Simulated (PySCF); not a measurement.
**A small calculation by hand: refractive index and permittivity of the vapour**

CH3O, SMILES C[O], multiplicity 2.

Geometry: B3LYP-D3(BJ)/def2-TZVP. A frequency run showed that this geometry is not a minimum. The isomer is the one that the SMILES or the coordinates give; other isomers of the formula were not compared.

PySCF with PBE0/def2-TZVPD gives a mean static polarisability of 20.5 bohr³ and a dipole moment of 2.03 D. Take an ideal gas at 298.15 K and 1 bar, whether or not the substance is that volatile.

### Question
Work out n − 1 in the optical limit and the static ε − 1.

### Answer

Polarisability volume α' = 20.5 × 0.148185 = 3.04 Å³. Number density N = p/kT = 2.43e-5 Å⁻³.
Dilute limit of Lorentz–Lorenz: n − 1 = 2π N α' = 0.00046.
Orientation term of Debye: μ²/(3kT) = 8.098 Å³ × μ²(D²) = 33.37 Å³.
ε − 1 = 4π N (α' + μ²/3kT) = 0.011. Orientation of the dipole supplies 92 % of the static response; it can't follow optical fields. Vibrational polarisation and dispersion are left out.
